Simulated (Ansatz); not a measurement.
# A ladder of methods for [BPH5]− (SMILES [BH3-]P)

The species is [BPH5]− (7 atoms), meant as a singlet with charge -1. SMILES: `[BH3-]P`. The coordinates come from a GFN2-xTB relaxation.

```xyz
7

B    -0.5061   -0.5199   -0.3638
P     0.6975    0.3002    0.9953
H    -1.5844   -0.6442    0.1744
H    -0.0274   -1.6012   -0.6273
H    -0.5575    0.2056   -1.3303
H     0.2191    1.5995    0.9711
H     1.7588    0.6600    0.1807
```

Each level gives the energy change with the P2–H6 bond stretched from 1.385 to 1.731 Å (eV). The values are calculated.

| level | kind | program | value (eV) | less FCI/STO-3G |
| --- | --- | --- | --- | --- |
| HF/STO-3G (restricted) | Hartree–Fock | Ansatz | 1.21 | +0.41 |
| SVWN5/STO-3G (restricted) | LDA | Ansatz | 0.78 | -0.02 |
| PBE/STO-3G (restricted) | GGA | Ansatz | 0.71 | -0.09 |
| r2SCAN0/STO-3G (restricted) | hybrid meta-GGA | Ansatz | 0.94 | +0.14 |
| MP2/STO-3G (restricted) | perturbation theory | Ansatz | 0.97 | +0.17 |
| CCSD(T)/STO-3G (restricted) | coupled cluster or CI | Ansatz | 0.80 | 0.00 |
| CCSDT/STO-3G (restricted) | coupled cluster or CI | Ansatz | 0.80 | 0.00 |
| FCI/STO-3G | exact in the basis | Ansatz | 0.80 | 0.00 |

FCI/STO-3G is exact within its basis and frozen core, so for wave-function methods in that basis the difference is their error; functionals converge differently with the basis, so for them it is only a difference. Sets without diffuse functions describe the anion poorly. The first shape isn't each level's own minimum. The values span 0.71 to 1.21 eV. All rows use very small basis sets, so none should be taken for the real molecule's value.
